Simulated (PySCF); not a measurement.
Telling isomers of C4H5N apart by NMR

PySCF calculation with shielding tensors at PBE0/pcSseg-1 (GIAO), geometry: GFN2-xTB and couplings computed with B3LYP/pcJ-1 (spin–dipole term left out of most H,H and C,H couplings); relativity neglected, one averaged value for each set of equivalent atoms, gas phase, a single conformation.

Referencing at the same level of theory: $^{1}$H (σref 31.72) and $^{13}$C (σref 186.93) vs TMS. Multiplet labels drop J under 1 Hz and among equivalent protons, and merge close values. Unscaled 3J(H,H) run several per cent high. Shifts are as computed. Against solution values, carbons near 30 ppm lie about +3 ppm off and those near 130 ppm about +5 ppm. Of 1211 compounds with measured shifts, 218 miss one by over three times the rms of a fit or turn the order of signals round; such compounds aren't used in these exercises.

(1) Tabulate the signals of `C/C=C\C#N`, `C#C/C=N/C` and their relative energies.

(2) What is the quickest way to tell C/C=C\C#N from C#C/C=N/C?

Answers

(1) 
| SMILES | carbon types | δC | δH | E rel. (kcal/mol) |
| --- | --- | --- | --- | --- |
| C/C=C\C#N | 1×C 2×CH 1×CH3 | 160.9, 120.5, 106.6, 21.8 | 6.81 (dq, 1H), 5.39 (dq, 1H), 2.28 (dd, 3H) | 0.0 |
| C#C/C=N/C | 1×C 2×CH 1×CH3 | 146.7, 87.2, 86.2, 52.4 | 7.65 (quint, 1H), 3.84 (dd, 3H), 2.59 (dq, 1H) | 42.6 |

Energies are electronic energies at PBE0/pcSseg-1 on these geometries, without zero-point or thermal terms, each for the one conformer computed, which needn't be the lowest.

(2) Both give the same number of carbon signals, with the same numbers of each carbon type, so the positions decide. The first has a nitrile carbon (C) at 120.5 ppm, the second an alkyne carbon (C) at 86.2 ppm. Their most deshielded carbons lie at 160.9 and 146.7 ppm. In the proton spectra the most deshielded non-exchanging signals are 6.81 (dq, J = 12.5, 7.8 Hz, 1H) and 7.65 (quint, J = 2.4 Hz, 1H).
